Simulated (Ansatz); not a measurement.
Ansatz (a quantum-chemistry and plane-wave program) input (MP2/6-31G*):

Ansatz 0.2 input:
```yaml
crystal:
  periodic: [false, false, false]
  atoms:
    - {symbol: N, position_ang: [-0.00000000, -0.00000000, -1.19434265]}
    - {symbol: N, position_ang: [-0.00000000, -0.00000000, -0.07337328]}
    - {symbol: O, position_ang: [0.00000000, 0.00000000, 1.10925144]}
basis:
  gaussian:
    orbitals: 6-31G*
magnetization: {spin_polarized: false}
correlation: {method: mp2, electrons: outside_noble_gas}
```

Output:

```
Functional definition: HF
integrals: 0.01 GiB planned
403 factors; integrals over basis functions are off by at most 5.1e-4 eV
mean field: 0.07 GiB planned
mean field evaluation 1: about -4996.1650 eV, gradient 3.3e1 eV
mean field evaluation 2: about -4996.1684 eV, gradient 3.3e1 eV
mean field evaluation 4: about -4998.0923 eV, gradient 2.9e0 eV
mean field evaluation 8: about -4998.1218 eV, gradient 1.7e-1 eV
mean field -4998.12191752 eV, -183.6775926201 hartree, gradient 1.5e-6 eV, S^2 0.000000; 0 other end points of the search recorded, 0 dependent functions left out
3 core orbitals not correlated
reference -4998.12191752 eV, -183.6775926201 hartree; 8, 8 occupied and 34, 34 virtual orbitals, 403 factors
second order -14.18910956 eV of doubles, -0.00000000 eV of singles
Total energy: -5012.31102708 eV, -184.1990327786 hartree
```

The geometry given is a B3LYP-D3(BJ)/def2-TZVP minimum.
